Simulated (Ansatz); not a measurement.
Solid iodine

These are r²SCAN+rVV10 (PAW; Ansatz, a quantum-chemistry and plane-wave program) values and carry that method's errors.

Run with plane-wave cutoff 500 eV, 8×8×4 k mesh (along the axes of the cell as run), gaussian smearing 0.02 eV, scalar-relativistic PAW data made under PBE.

Cell (relaxed at this level):

Space group Cmce (No. 64); a = 7.331 Å, b = 4.550 Å, c = 9.753 Å, α = 90.00°, β = 90.00°, γ = 90.00°

```csv
atom,site,symmetry,x,y,z
I,8f,m..,0.0000,0.1621,0.1207
```
(The calculation used a cell of 4 atoms; values per cell refer to that cell.)

For solid iodine, the band gap is 1.16 eV (on the SCF k mesh).

Spin–orbit coupling is not included; with these elements it can move the gap by several tenths of an eV or more.

Static lattice: no zero-point or thermal effects.

Cost on a shared machine: roughly 7 core-minutes.
